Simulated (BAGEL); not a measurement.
# One shape, several levels: triplet AlH3O

Wanted: a comparison of 4 runs (CASPT2(12,11)/6-31G*, NEVPT2(12,11)/6-31G*, CASPT2(12,11)/cc-pVTZ, NEVPT2(12,11)/cc-pVTZ) of triplet AlH3O. 

The results are computed with BAGEL 1.2.2.

5 further runs of the same task are left out: 1 that didn't finish, 4 set aside as unsound or not needed. Runs told in other sessions of the task aren't counted.

### 1 Starting point

AlH3O: 5 atoms, total charge 0, spin state triplet. SMILES of the parent species: `[H][Al]([H])[OH]`. Geometry: a GFN2-xTB relaxation, a rough one for these elements and not checked as a minimum. That shape belongs to the parent species and isn't relaxed for this state.

Bond lengths: Al1–O4 1.636 Å, Al1–H2 1.532 Å, Al1–H3 1.531 Å, O4–H5 0.949 Å. Angles: Al1–O4–H5 179.6°, H2–Al1–O4 120.0°, H3–Al1–O4 120.0°, H2–Al1–H3 120.0°.

### 2 The energy at CASPT2(12,11)/6-31G(d) (density fitting with cc-pvqz-jkfit, spherical functions) (run 1)

input.json reads:

```json
{ "bagel" : [

{
  "title" : "molecule",
  "basis" : "6-31gs.json",
  "df_basis" : "cc-pvqz-jkfit",
  "angstrom" : true,
  "geometry" : [
    { "atom" : "Al", "xyz" : [    0.271770,    0.451120,   -0.109270 ] },
    { "atom" : "H", "xyz" : [    1.798980,    0.417230,   -0.221380 ] },
    { "atom" : "H", "xyz" : [   -0.481020,    1.769010,   -0.311810 ] },
    { "atom" : "O", "xyz" : [   -0.555450,   -0.920030,    0.226660 ] },
    { "atom" : "H", "xyz" : [   -1.034280,   -1.717330,    0.415800 ] }
  ]
},
{
  "title" : "hf"
},
{
  "title" : "casscf",
  "nstate" : 1,
  "nact" : 11,
  "nclosed" : 6,
  "nspin" : 2,
  "maxiter" : 200,
  "natocc" : true
},
{
  "title" : "print",
  "file" : "orbitals.molden",
  "orbitals" : true
},
{
  "title" : "smith",
  "method" : "caspt2",
  "ms" : true,
  "xms" : true,
  "sssr" : true,
  "shift" : 0.0,
  "ncore" : 6
}

]}
```

The basis set 6-31G* is read from a file made from the Basis Set Exchange's data (not shown).

Run with:

```console
$ BAGEL_NUM_THREADS=1 BAGEL input.json > input.out
```

The log of the run:

```text
* using 1 threads per process

  ===============================================================
  ===============================================================

  *** Geometry ***

  { "atom" : "Al", "xyz" : [      0.513571,      0.852493,     -0.206490 ] },
  { "atom" : "H", "xyz" : [      3.399580,      0.788450,     -0.418348 ] },
  { "atom" : "H", "xyz" : [     -0.908996,      3.342944,     -0.589236 ] },
  { "atom" : "O", "xyz" : [     -1.049648,     -1.738605,      0.428325 ] },
  { "atom" : "H", "xyz" : [     -1.954506,     -3.245283,      0.785748 ] },

  Number of auxiliary basis functions:      407

  Since a DF basis is specified, we compute 2- and 3-index integrals:
    o Being stored without compression. Storage requirement is 0.005 GB

  Number of basis functions:       38
  Number of electrons      :       24

    * METHOD: MOLECULE                             0.11

  *** RHF ***

  === Nuclear Repulsion ===
    53.3196485550

      * DIIS with orbital gradients will be used.

[... 6 lines left out ...]
    * SCF iteration converged.
[... 1 line left out ...]
    * Permanent dipole moment:
[... 22 lines left out ...]
    * Second-order optimization converged. *
[... 15 lines left out ...]
     * ci vector, state   0, <S^2> = 2.0000
       22222aa....     0.9773212622
       222.2aa.2..    -0.0654597649
       2222.aa2...    -0.0576951190

    * METHOD: CASSCF                             438.97

    * METHOD: PRINT                                0.00

  === SMITH program ===

    * freezing 6 orbitals

    * Approximate memory requirement for SMITH calulation per MPI process:
      o Storage requirement for T-amplitude, lambda, and residual is 0.00 GB
      o Storage requirement for MO integrals is 0.00 GB
    * Calculating and saving rdm4f

    * Third and Fock-weighted fourth order RDM ( 1, 1) evaluation
      will be done with 2 passes

    * Zeroth order energy : state  0       -7.4601580574

    * CASPT2 iteration is performed using redundant basis

      ---- iteration ----

        0    -0.11393059     0.00605045      0.59
        1    -0.11487926     0.00119834      0.58
        2    -0.11493737     0.00024486      0.57
[... 4 lines of this table left out ...]
        7    -0.11494068     0.00000028      0.58

      -------------------

    * CASPT2 energy : state  0     -318.5474862328
        reference weight              0.9530225782

    * METHOD: SMITH                               52.66

  ===============================================================
```

Run time: 8.2 min. Hardware: 1 thread of Arm Neoverse V1, shared host; peak memory 13 GiB.

### 3 A single-point energy at NEVPT2(12,11)/6-31G(d) (density fitting with cc-pvqz-jkfit, spherical functions) (run 2)

input.json reads:

```json
{ "bagel" : [

{
  "title" : "molecule",
  "basis" : "6-31gs.json",
  "df_basis" : "cc-pvqz-jkfit",
  "angstrom" : "true",
  "geometry" : [
    { "atom" : "Al", "xyz" : [    0.271770,    0.451120,   -0.109270 ] },
    { "atom" : "H", "xyz" : [    1.798980,    0.417230,   -0.221380 ] },
    { "atom" : "H", "xyz" : [   -0.481020,    1.769010,   -0.311810 ] },
    { "atom" : "O", "xyz" : [   -0.555450,   -0.920030,    0.226660 ] },
    { "atom" : "H", "xyz" : [   -1.034280,   -1.717330,    0.415800 ] }
  ]
},
{ "title" : "hf" },
{ "title" : "casscf", "nstate" : 1, "nact" : 11, "nclosed" : 6, "nspin" : 2, "maxiter" : 200, "natocc" : "true" },
{ "title" : "nevpt2", "nstate" : 1, "nact" : 11, "nclosed" : 6, "nspin" : 2, "maxiter" : 200, "natocc" : "true", "ncore" : 6 },
{ "title" : "print", "file" : "orbitals.molden", "orbitals" : "true" }

]}
```

The basis set 6-31G* is read from a file made from the Basis Set Exchange's data (not shown).

Run with:

```console
$ BAGEL_NUM_THREADS=1 BAGEL input.json > input.out
```

The log of the run:

```text
* using 1 threads per process

  ===============================================================
  ===============================================================

  *** Geometry ***

  { "atom" : "Al", "xyz" : [      0.513571,      0.852493,     -0.206490 ] },
  { "atom" : "H", "xyz" : [      3.399580,      0.788450,     -0.418348 ] },
  { "atom" : "H", "xyz" : [     -0.908996,      3.342944,     -0.589236 ] },
  { "atom" : "O", "xyz" : [     -1.049648,     -1.738605,      0.428325 ] },
  { "atom" : "H", "xyz" : [     -1.954506,     -3.245283,      0.785748 ] },

  Number of auxiliary basis functions:      407

  Since a DF basis is specified, we compute 2- and 3-index integrals:
    o Being stored without compression. Storage requirement is 0.005 GB

  Number of basis functions:       38
  Number of electrons      :       24

    * METHOD: MOLECULE                             0.11

  *** RHF ***

  === Nuclear Repulsion ===
    53.3196485550

      * DIIS with orbital gradients will be used.

  === RHF iteration (6-31gs.json) ===
      0       -318.35145061          0.04089982           0.01
      1       -318.45403950          0.02815086           0.01
      2       -318.53167894          0.00190321           0.01
[... 7 lines of this table left out ...]
     10       -318.53232754          0.00000001           0.01
    * SCF iteration converged.

    * Permanent dipole moment:
           (    0.260733,     0.435233,    -0.101837) a.u.

    * METHOD: HF                                   0.17

  ---------------------------
      CASSCF calculation
  ---------------------------

    * nstate   :      1
    * nclosed  :      6
    * nact     :     11
    * nvirt    :     21
  === CASSCF iteration (6-31gs.json) ===

    * Using the second-order algorithm

      0  0      -318.30130448     1.30e-02      3.46

      1  0      -318.34942844     5.27e-03      3.92
[... 193 lines of this table left out ...]
     98  0      -318.43254556     9.21e-09      4.75

    * Second-order optimization converged. *

     guess   0:   closed 11111......          open .....11....

  === FCI iteration ===

      0  0      -318.29969494     1.66e-03      0.18
      1  0      -318.41915076     5.99e-04      0.19
      2  0      -318.43070175     2.17e-04      0.19
[... 16 lines of this table left out ...]
     19  0      -318.43254556     2.70e-10      0.19
    ** throwing out 1 trial vectors **
     20  0      -318.43254556     1.07e-10      0.20
    ** throwing out 1 trial vectors **
     21  0 *    -318.43254556     3.76e-11      0.19

     * ci vector, state   0, <S^2> = 2.0000
       22222aa....     0.9773212622
       222.2aa.2..    -0.0654597649
       2222.aa2...    -0.0576951190

    * METHOD: CASSCF                             458.09

    * freezing 6 orbitals

  === DF-NEVPT2 calculation ===

    * Third and fourth order RDM ( 1, 1) evaluation
      will be done with 2 passes
    * 3-index integral transformation done
    * assembly done

      NEVPT2 correlation energy:   -0.0950147894      0.08

          (+0)      0.0000000000
          (+0)'     0.0000000000
          (+1)      0.0000000000
          (+1)'     0.0000000000
          (+2)      0.0000000000
          (-1)      0.0000000000
          (-1)'    -0.0302229507
          (-2)     -0.0647918387

      NEVPT2 total energy:       -318.5275603456

    * METHOD: NEVPT2                             748.79

    * METHOD: PRINT                                0.00

  ===============================================================
```

Wall time 20 min (1 thread of Arm Neoverse V1, shared host); peak memory 9.7 GiB.

Run 3 isn't shown in full; the table further down has it.

### 4 A single-point energy at NEVPT2(12,11)/cc-pVTZ (density fitting with cc-pvqz-jkfit) (run 4)

input.json reads:

```json
{ "bagel" : [

{
  "title" : "molecule",
  "basis" : "cc-pvtz.json",
  "df_basis" : "cc-pvqz-jkfit",
  "angstrom" : true,
  "geometry" : [
    { "atom" : "Al", "xyz" : [    0.271770,    0.451120,   -0.109270 ] },
    { "atom" : "H", "xyz" : [    1.798980,    0.417230,   -0.221380 ] },
    { "atom" : "H", "xyz" : [   -0.481020,    1.769010,   -0.311810 ] },
    { "atom" : "O", "xyz" : [   -0.555450,   -0.920030,    0.226660 ] },
    { "atom" : "H", "xyz" : [   -1.034280,   -1.717330,    0.415800 ] }
  ]
},
{ "title" : "hf" },
{ "title" : "casscf", "nstate" : 1, "nact" : 11, "nclosed" : 6, "nspin" : 2, "maxiter" : 200, "natocc" : true },
{ "title" : "nevpt2", "nstate" : 1, "nact" : 11, "nclosed" : 6, "nspin" : 2, "maxiter" : 200, "natocc" : true, "ncore" : 6 },
{ "title" : "print", "file" : "orbitals.molden", "orbitals" : true }

]}
```

The basis set cc-pVTZ is read from a file made from the Basis Set Exchange's data (not shown).

Run with:

```console
$ BAGEL_NUM_THREADS=1 BAGEL input.json > input.out
```

The log of the run:

```text
* using 1 threads per process

  ===============================================================
  ===============================================================

  *** Geometry ***

  { "atom" : "Al", "xyz" : [      0.513571,      0.852493,     -0.206490 ] },
  { "atom" : "H", "xyz" : [      3.399580,      0.788450,     -0.418348 ] },
  { "atom" : "H", "xyz" : [     -0.908996,      3.342944,     -0.589236 ] },
  { "atom" : "O", "xyz" : [     -1.049648,     -1.738605,      0.428325 ] },
  { "atom" : "H", "xyz" : [     -1.954506,     -3.245283,      0.785748 ] },

  Number of auxiliary basis functions:      407

  Since a DF basis is specified, we compute 2- and 3-index integrals:
    o Being stored without compression. Storage requirement is 0.037 GB

  Number of basis functions:      106
  Number of electrons      :       24

    * METHOD: MOLECULE                             0.18

  *** RHF ***

  === Nuclear Repulsion ===
    53.3196485550

      * DIIS with orbital gradients will be used.

  === RHF iteration (cc-pvtz.json) ===
      0       -318.38487586          0.02279115           0.04
      1       -318.49673501          0.01735254           0.04
      2       -318.60332710          0.00125329           0.04
[... 8 lines of this table left out ...]
     11       -318.60416481          0.00000000           0.04
    * SCF iteration converged.

    * Permanent dipole moment:
           (    0.253186,     0.422485,    -0.099196) a.u.

    * METHOD: HF                                   0.56

  ---------------------------
      CASSCF calculation
  ---------------------------

    * nstate   :      1
    * nclosed  :      6
    * nact     :     11
    * nvirt    :     89
  === CASSCF iteration (cc-pvtz.json) ===

    * Using the second-order algorithm

      0  0      -318.37307484     6.91e-03      3.32

      1  0      -318.42079396     2.46e-03      3.78
[... 223 lines of this table left out ...]
    113  0      -318.50691135     9.56e-09      4.71

    * Second-order optimization converged. *

     guess   0:   closed 11111......          open .....11....

  === FCI iteration ===

      0  0      -318.37600544     1.46e-03      0.18
      1  0      -318.49338555     5.28e-04      0.18
      2  0      -318.50519682     1.85e-04      0.23
[... 16 lines of this table left out ...]
     19  0      -318.50691135     2.51e-10      0.19
    ** throwing out 1 trial vectors **
     20  0 *    -318.50691135     9.87e-11      0.18

     * ci vector, state   0, <S^2> = 2.0000
       22222aa....     0.9605691129
       2222abaa...     0.1631569299
       2222aaba...     0.0815242260
       22.22aa..2.    -0.0696753672
       2222.aa2...    -0.0690465550
       222.2aa.2..    -0.0588631213
       2.222aa...2    -0.0528762867

    * METHOD: CASSCF                             541.55

    * freezing 6 orbitals

  === DF-NEVPT2 calculation ===

    * Third and fourth order RDM ( 1, 1) evaluation
      will be done with 2 passes
    * 3-index integral transformation done
    * assembly done

      NEVPT2 correlation energy:   -0.1929341006      0.41

          (+0)      0.0000000000
          (+0)'     0.0000000000
          (+1)      0.0000000000
          (+1)'     0.0000000000
          (+2)      0.0000000000
          (-1)      0.0000000000
          (-1)'    -0.0667623680
          (-2)     -0.1261717326

      NEVPT2 total energy:       -318.6998454535

    * METHOD: NEVPT2                             699.59

    * METHOD: PRINT                                0.03

  ===============================================================
```

It took 21 min on 1 thread of Arm Neoverse V1, shared host; peak memory 9.8 GiB.

### 5 Overview of the runs

```
run                                                                           level  multistate  contraction  energy (Eh)  wall time
  1  CASPT2(12,11)/6-31G* (density fitting with cc-pvqz-jkfit, spherical functions)         XMS        SS-SR  -318.547486    8.2 min
  2  NEVPT2(12,11)/6-31G* (density fitting with cc-pvqz-jkfit, spherical functions)           –            –  -318.527560     20 min
  3                      CASPT2(12,11)/cc-pVTZ (density fitting with cc-pvqz-jkfit)         XMS        SS-SR  -318.727871     10 min
  4                      NEVPT2(12,11)/cc-pVTZ (density fitting with cc-pvqz-jkfit)           –            –  -318.699845     21 min
```

### 6 Summary of results

| quantity | value |
| --- | --- |
| run 4: total energy | -318.69985 Eh |

All runs together took 59 min, the longest 21 min.
